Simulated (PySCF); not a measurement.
## Deuteron quadrupole couplings in `C=C(F)[CH+]C`

Compound: C4H6F (charge +1).
Numbering: `[CH2:1]=[C:2]([F:3])[CH+:4][CH3:5]` (hydrogens: H6, H7 on C1; H8 on C4; H9, H10, H11 on C5)

Structure used (PBE0-D3(BJ)/def2-SVP), in Å, numbered top down from 1:
```xyz
11
C4H6F angstrom
C      2.0522    0.0395   -0.0558
C      0.7668   -0.3105   -0.3629
F      0.5153   -1.2047   -1.2877
C     -0.3192    0.2825    0.3028
C     -1.7036   -0.0292    0.0456
H      2.9009   -0.4163   -0.5779
H      2.2493    0.7848    0.7190
H     -0.0727    1.0243    1.0731
H     -2.1369   -0.4295    0.9901
H     -2.2762    0.9110   -0.0885
H     -1.8669   -0.7320   -0.7788
```

Level: PBE0/pcSseg-1 (PySCF, non-relativistic); Q(2H) = 0.00286 b; rigid geometry, the same for H and D, with no vibrational averaging.

Question: Rank these positions by the coupling χzz of a deuteron there, largest first.
A. H7 (hydrogen on carbon)
B. H10 (methyl hydrogen)
C. H6 (hydrogen on carbon)

Answer: A (192 kHz), C (188 kHz), B (182 kHz).

Q: Tabulate Vzz, the asymmetry η and χzz = 234.96 MHz × Q × Vzz for every hydrogen position.

A: 
```json
{"atom": "H6", "bonded to": "C1", "bond length (Å)": "1.096", "Vzz (au)": "0.2797", "η": "0.02", "χzz (kHz)": "188"}
{"atom": "H7", "bonded to": "C1", "bond length (Å)": "1.093", "Vzz (au)": "0.2861", "η": "0.01", "χzz (kHz)": "192"}
{"atom": "H8", "bonded to": "C4", "bond length (Å)": "1.097", "Vzz (au)": "0.2733", "η": "0.01", "χzz (kHz)": "184"}
{"atom": "H9", "bonded to": "C5", "bond length (Å)": "1.114", "Vzz (au)": "0.2650", "η": "0.05", "χzz (kHz)": "178"}
{"atom": "H10", "bonded to": "C5", "bond length (Å)": "1.109", "Vzz (au)": "0.2703", "η": "0.05", "χzz (kHz)": "182"}
{"atom": "H11", "bonded to": "C5", "bond length (Å)": "1.096", "Vzz (au)": "0.2834", "η": "0.05", "χzz (kHz)": "190"}
```

Q: How does χzz go with the bond length over the 6 C–H bonds?

A: A straight-line fit has a slope of -6.0 kHz for each 0.01 Å, with a correlation coefficient of -0.92, over lengths from 1.093 to 1.114 Å. The longer bonds have the smaller couplings here.

Q: A static deuteron (I = 1) shows a doublet split by (3/2)χ, (3/4)χ(1 + η) and (3/4)χ(1 − η) with the field along z, y and x of the gradient. What are these for H10?

A: With |χ| = 181.6 kHz and η = 0.052: 272, 143 and 129 kHz, to first order and without motion.

Isolated species at its PBE0-D3(BJ)/def2-SVP geometry (one conformer only). A larger basis could move these couplings by a tenth or more.

The run behind these numbers computed NMR shieldings as well. The run took 7.7 s on Arm Neoverse V2, one thread, shared host with 96 logical CPUs at a one-minute load of 41, and the process peaked at 0.51 GiB of memory.
